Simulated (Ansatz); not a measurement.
Task: a ladder of basis sets of C3H3, SMILES C#C[CH2], with the Python package of Ansatz (0.2.0). Give the script and its output. Level of theory (for the species named): PBE0, STO-3G basis, multiplicity 2, D3BJ dispersion. The script varies basis: STO-3G, 6-31G, 6-31G*, def2-SVP, def2-SVPD, def2-TZVP, def2-TZVPP.

```json
{"atom": "C", "x (Å)": "-1.2221", "y (Å)": "-0.6426", "z (Å)": "-0.5728"}
{"atom": "C", "x (Å)": "-0.2714", "y (Å)": "-0.1308", "z (Å)": "-0.1240"}
{"atom": "C", "x (Å)": "0.8816", "y (Å)": "0.4272", "z (Å)": "0.4070"}
{"atom": "H", "x (Å)": "-2.0869", "y (Å)": "-1.0040", "z (Å)": "-0.9979"}
{"atom": "H", "x (Å)": "1.8319", "y (Å)": "0.4228", "z (Å)": "-0.1753"}
{"atom": "H", "x (Å)": "0.9089", "y (Å)": "0.8634", "z (Å)": "1.4169"}
```

`basis.py`:
```python
from dataclasses import dataclass

import ansatz


@dataclass
class Settings:
    xc: str = "pbe0"
    vdw: str = "d3bj"


cfg = Settings()

geometry_ang = [
    ("C", (-1.2221, -0.6426, -0.5728)),
    ("C", (-0.2714, -0.1308, -0.124)),
    ("C", (0.8816, 0.4272, 0.407)),
    ("H", (-2.0869, -1.004, -0.9979)),
    ("H", (1.8319, 0.4228, -0.1753)),
    ("H", (0.9089, 0.8634, 1.4169)),
]
geometry = ansatz.Crystal.molecule()
for symbol, xyz in geometry_ang:
    geometry = geometry.atom(symbol, xyz)

setup = geometry.calculation()
setup = setup.functional(cfg.xc, dispersion=cfg.vdw)
setup = setup.spin("collinear", total=1)

energies = {}
for basis in ["STO-3G", "6-31G", "6-31G*", "def2-SVP", "def2-SVPD", "def2-TZVP", "def2-TZVPP"]:
    summary = setup.basis(gaussian=basis).run().report
    size = summary["n_frozen"] + summary["n_occupied"][0] + summary["n_virtual"][0]
    energies[basis] = (summary["reference_energy_ev"] / 27.211386246, summary["free_energy_ev"] / 27.211386246)
    print(f"{basis:14s} {size:4d} orbitals  reference {energies[basis][0]:14.6f} Ha  total {energies[basis][1]:14.6f} Ha")

last = energies["def2-TZVPP"][1]
for basis, (_, total) in energies.items():
    print(f"{basis:14s} lies {27.211386 * (total - last):9.4f} eV above def2-TZVPP")
```

```console
$ python basis.py
STO-3G           18 orbitals  reference    -114.411399 Ha  total    -114.413829 Ha
6-31G            33 orbitals  reference    -115.817577 Ha  total    -115.820006 Ha
6-31G*           51 orbitals  reference    -115.841851 Ha  total    -115.844281 Ha
def2-SVP         57 orbitals  reference    -115.759833 Ha  total    -115.762263 Ha
def2-SVPD        84 orbitals  reference    -115.763847 Ha  total    -115.766277 Ha
def2-TZVP       111 orbitals  reference    -115.889616 Ha  total    -115.892046 Ha
def2-TZVPP      135 orbitals  reference    -115.890656 Ha  total    -115.893086 Ha
STO-3G         lies   40.2526 eV above def2-TZVPP
6-31G          lies    1.9886 eV above def2-TZVPP
6-31G*         lies    1.3280 eV above def2-TZVPP
def2-SVP       lies    3.5599 eV above def2-TZVPP
def2-SVPD      lies    3.4506 eV above def2-TZVPP
def2-TZVP      lies    0.0283 eV above def2-TZVPP
def2-TZVPP     lies    0.0000 eV above def2-TZVPP
```

Against STO-3G: 6-31G -1406.2 mHa, 6-31G* -1430.5 mHa, def2-SVP -1348.4 mHa, def2-SVPD -1352.4 mHa, def2-TZVP -1478.2 mHa and def2-TZVPP -1479.3 mHa. The last step alone is -1.04 mHa (these two sets differ little on atoms other than hydrogen). From the first set to the last the time grows from 0.7 to 3.3 s.

Caveats:
- The drop along the ladder measures the basis error, and is no property of the molecule.
- The geometry is a force-field or estimated start, not a minimum of this method, and the last set is no limit. Much of the fall in a total is atomic energy, which cancels in bond and reaction energies.
- The run takes the species as open-shell (spin multiplicity 2), which needn't be its ground state.
- Total less reference energy is the dispersion correction.
- Totals across families of basis sets mostly measure their core functions.
- Finished in 14 s on 1 thread of Arm Neoverse V1, on a shared host, peak memory 0.26 GiB.
